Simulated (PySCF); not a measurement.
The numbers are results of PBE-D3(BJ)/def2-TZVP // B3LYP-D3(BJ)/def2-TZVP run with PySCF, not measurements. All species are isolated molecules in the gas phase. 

Reference species (SMILES): `Cl[Si](Cl)(Cl)Br` (neutral, multiplicity 1).

```json
{
  "S1 oscillator strength": "0.003",
  "LUMO": "-2.04 eV",
  "HOMO": "-7.72 eV"
}
```

Changed species: `Cl[Si](Cl)(Cl)Cl` (whole molecule; the reference has whole molecule).

Task: Give the shifts of the S1 oscillator strength, LUMO and HOMO.

Result: the S1 oscillator strength is nearly the same; the LUMO goes up by 0.30 eV, to -1.74 eV; the HOMO falls by 0.39 eV, to -8.11 eV.
